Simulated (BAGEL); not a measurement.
# SiH3O (SMILES O[SiH2]) at ROHF/6-31G(d) (density fitting with qzvpp-jkfit, spherical functions)

Aim: the vertical doublet–quartet gap of SiH3O at ROHF/6-31G* (density fitting with qzvpp-jkfit, spherical functions), from 2 runs. 

The calculation is run with BAGEL 1.2.2.

3 further runs of the same task are left out: 2 that didn't finish, 1 set aside as unsound or not needed. Runs told in other sessions of the task aren't counted.

## 1. The structure to begin with

SiH3O: 5 atoms, total charge 0, spin state doublet. SMILES: `O[SiH2]`. The coordinates come from a GFN2-xTB relaxation. This is one conformer, not always the lowest.

Bond lengths: O1–Si2 1.639 Å, O1–H3 0.952 Å, Si2–H4 1.458 Å, Si2–H5 1.448 Å. Angles: O1–Si2–H4 110.9°, O1–Si2–H5 101.7°, Si2–O1–H3 122.7°, H4–Si2–H5 117.6°.

## 2. A single-point energy at ROHF/6-31G(d) (density fitting with qzvpp-jkfit, spherical functions)

Contents of input.json:

```json
{ "bagel" : [

{
  "title" : "molecule",
  "basis" : "6-31gs.json",
  "df_basis" : "qzvpp-jkfit",
  "angstrom" : true,
  "geometry" : [
    { "atom" : "O", "xyz" : [       0.557310,      -0.433760,       0.798460 ] },
    { "atom" : "Si", "xyz" : [       0.001930,       0.341950,      -0.533940 ] },
    { "atom" : "H", "xyz" : [       0.725690,      -1.370660,       0.814800 ] },
    { "atom" : "H", "xyz" : [      -1.244820,      -0.253580,      -1.000760 ] },
    { "atom" : "H", "xyz" : [      -0.040110,       1.716040,      -0.078560 ] }
  ]
},

{ "title" : "rohf", "nopen" : 1 },

{ "title" : "print", "file" : "orbitals.molden", "orbitals" : true }

]}
```

The basis set 6-31G* is read from a file made from the Basis Set Exchange's data (not shown).

The run is started by

```bash
$ BAGEL_NUM_THREADS=1 BAGEL input.json > input.out
```

Log:

```text
* using 1 threads per process

  ===============================================================
  ===============================================================

  *** Geometry ***

  { "atom" : "O", "xyz" : [      1.053163,     -0.819688,      1.508871 ] },
  { "atom" : "Si", "xyz" : [      0.003647,      0.646192,     -1.009000 ] },
  { "atom" : "H", "xyz" : [      1.371355,     -2.590172,      1.539749 ] },
  { "atom" : "H", "xyz" : [     -2.352369,     -0.479197,     -1.891162 ] },
  { "atom" : "H", "xyz" : [     -0.075797,      3.242846,     -0.148457 ] },

  Number of auxiliary basis functions:      259

  Since a DF basis is specified, we compute 2- and 3-index integrals:
    o Being stored without compression. Storage requirement is 0.003 GB

  Number of basis functions:       38
  Number of electrons      :       25

    * METHOD: MOLECULE                             0.05

  *** Open-shell HF ***

  === Nuclear Repulsion ===
    58.0136674886

      * DIIS with orbital gradients will be used.

  === ROHF iteration (6-31gs.json) ===
      0       -365.34401945          0.07218009           0.01
      1       -365.43659506          0.04827329           0.01
      2       -365.47356160          0.03190262           0.01
      3       -365.50088609          0.00171713           0.01
      4       -365.50120449          0.00046373           0.01
      5       -365.50129400          0.00014352           0.01
      6       -365.50131569          0.00003360           0.01
      7       -365.50132352          0.00001551           0.01
      8       -365.50132419          0.00000434           0.01
      9       -365.50132450          0.00000193           0.01
     10       -365.50132450          0.00000084           0.01
     11       -365.50132450          0.00000021           0.01
     12       -365.50132448          0.00000005           0.01
     13       -365.50132448          0.00000002           0.01
     14       -365.50132448          0.00000001           0.01
    * SCF iteration converged.

    * S^2 (ROHF) is 0.7500

    * Permanent dipole moment:
           (    0.029458,     0.490083,     0.361978) a.u.

    * METHOD: ROHF                                 0.24

    * METHOD: PRINT                                0.00

  ===============================================================
```

Wall time 0.42 s (1 thread of Arm Neoverse V1, shared host).

## 3. The quartet, same level

Contents of input.json:

```json
{ "bagel": [

{
  "title": "molecule",
  "basis": "6-31gs.json",
  "df_basis": "qzvpp-jkfit",
  "angstrom": true,
  "geometry": [
    { "atom": "O", "xyz": [       0.557310,      -0.433760,       0.798460 ] },
    { "atom": "Si", "xyz": [       0.001930,       0.341950,      -0.533940 ] },
    { "atom": "H", "xyz": [       0.725690,      -1.370660,       0.814800 ] },
    { "atom": "H", "xyz": [      -1.244820,      -0.253580,      -1.000760 ] },
    { "atom": "H", "xyz": [      -0.040110,       1.716040,      -0.078560 ] }
  ]
},

{ "title": "rohf", "nopen": 3 },

{ "title": "print", "file": "orbitals.molden", "orbitals": true }

]}
```

The basis set 6-31G* is read from a file made from the Basis Set Exchange's data (not shown).

The run is started by

```bash
$ BAGEL_NUM_THREADS=1 BAGEL input.json > input.out
```

Log:

```text
* using 1 threads per process

  ===============================================================
  ===============================================================

  *** Geometry ***

  { "atom" : "O", "xyz" : [      1.053163,     -0.819688,      1.508871 ] },
  { "atom" : "Si", "xyz" : [      0.003647,      0.646192,     -1.009000 ] },
  { "atom" : "H", "xyz" : [      1.371355,     -2.590172,      1.539749 ] },
  { "atom" : "H", "xyz" : [     -2.352369,     -0.479197,     -1.891162 ] },
  { "atom" : "H", "xyz" : [     -0.075797,      3.242846,     -0.148457 ] },

  Number of auxiliary basis functions:      259

  Since a DF basis is specified, we compute 2- and 3-index integrals:
    o Being stored without compression. Storage requirement is 0.003 GB

  Number of basis functions:       38
  Number of electrons      :       25

    * METHOD: MOLECULE                             0.05

  *** Open-shell HF ***

  === Nuclear Repulsion ===
    58.0136674886

      * DIIS with orbital gradients will be used.

  === ROHF iteration (6-31gs.json) ===
      0       -364.94289078          0.07520710           0.01
      1       -364.95771143          0.08572529           0.01
      2       -365.00352878          0.07325358           0.01
      3       -365.18319183          0.00489241           0.01
      4       -365.18645259          0.00325607           0.01
      5       -365.18892660          0.00257401           0.01
      6       -365.19148575          0.00259511           0.01
      7       -365.19114917          0.00257738           0.01
      8       -365.19094509          0.00214940           0.01
      9       -365.19060827          0.00228415           0.01
     10       -365.19010610          0.00161125           0.01
     11       -365.18935855          0.00080465           0.01
     12       -365.18930046          0.00049678           0.01
     13       -365.18934114          0.00028835           0.01
     14       -365.18942849          0.00023059           0.01
     15       -365.18943834          0.00016195           0.01
     16       -365.18946751          0.00010842           0.01
     17       -365.18947893          0.00005841           0.01
     18       -365.18948460          0.00002562           0.01
     19       -365.18949108          0.00001297           0.01
     20       -365.18949153          0.00001284           0.01
     21       -365.18949272          0.00001273           0.01
     22       -365.18949253          0.00001243           0.01
     23       -365.18949207          0.00001138           0.01
     24       -365.18949246          0.00001124           0.01
     25       -365.18949247          0.00001145           0.01
     26       -365.18949245          0.00001136           0.01
     27       -365.18949230          0.00001153           0.01
     28       -365.18949275          0.00001137           0.01
     29       -365.18949311          0.00001124           0.01
     30       -365.18949245          0.00001115           0.01
     31       -365.18949244          0.00001095           0.01
     32       -365.18949243          0.00001133           0.01
     33       -365.18949258          0.00001122           0.01
     34       -365.18949249          0.00001113           0.01
     35       -365.18949247          0.00001140           0.01
     36       -365.18949259          0.00001166           0.01
     37       -365.18949249          0.00001165           0.01
     38       -365.18949240          0.00001217           0.01
     39       -365.18949326          0.00001020           0.01
     40       -365.18949342          0.00000835           0.01
     41       -365.18949359          0.00000578           0.01
     42       -365.18949274          0.00000581           0.01
     43       -365.18949315          0.00000292           0.01
     44       -365.18949274          0.00000180           0.01
     45       -365.18949263          0.00000091           0.01
     46       -365.18949241          0.00000053           0.01
     47       -365.18949240          0.00000037           0.01
     48       -365.18949244          0.00000023           0.01
     49       -365.18949244          0.00000013           0.01
     50       -365.18949243          0.00000009           0.01
     51       -365.18949242          0.00000004           0.01
     52       -365.18949242          0.00000003           0.01
     53       -365.18949242          0.00000003           0.01
     54       -365.18949242          0.00000003           0.01
     55       -365.18949242          0.00000003           0.01
     56       -365.18949242          0.00000003           0.01
     57       -365.18949242          0.00000003           0.01
     58       -365.18949242          0.00000003           0.01
     59       -365.18949241          0.00000002           0.01
     60       -365.18949242          0.00000002           0.01
     61       -365.18949242          0.00000001           0.01
    * SCF iteration converged.

    * S^2 (ROHF) is 3.7500

    * Permanent dipole moment:
           (    0.427600,     0.725662,    -0.349329) a.u.

    * METHOD: ROHF                                 0.82

    * METHOD: PRINT                                0.00

  ===============================================================
```

Run time: 1 s. Hardware: 1 thread of Arm Neoverse V1, shared host.

## 4. Summary of results

At ROHF/6-31G* (density fitting with qzvpp-jkfit, spherical functions):

| quantity | value |
| --- | --- |
| doublet: total energy | -365.50132 Eh |
| doublet: dipole moment | 1.55 D |
| doublet: ⟨S²⟩ | 0.750 |
| quartet: total energy | -365.18949 Eh |
| quartet: dipole moment | 2.32 D |
| quartet: ⟨S²⟩ | 3.750 |
| vertical energy of the quartet above the doublet | 8.485 eV |

**Reading.** At this shape the quartet lies 8.49 eV (819 kJ/mol) above the doublet.
